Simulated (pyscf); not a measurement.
Single points on ωB97X-D3(BJ)/def2-SVP structures (PySCF, gas phase).

### Question
For the elementary gas-phase step H₃Si–SiH(SiH₃)–SiH₃ + H₂O -> HO–SiH₂–SiH(SiH₃)–SiH₃ + H₂ (singlet surface; H–Si, H–O broken, O–Si, H–H formed), what barrier and reaction energy does ωB97M-D3(BJ)/def2-TZVP give, measured from the separated reactants?

### Answer
ΔE‡ = 34.8 kcal/mol, ΔE = -14.0 kcal/mol. Zero-point energy shifts the barrier by -0.2 kcal/mol. It is a four-centre exchange, with an imaginary mode of 1221i cm⁻¹. On the reactant side the descent ends in a complex (not fully relaxed), 4.0 kcal/mol under the separated species and 39.6 kcal/mol under the saddle at ωB97X-D3(BJ)/def2-TZVP. This is the saddle that the search found; another between the same sides may lie lower.
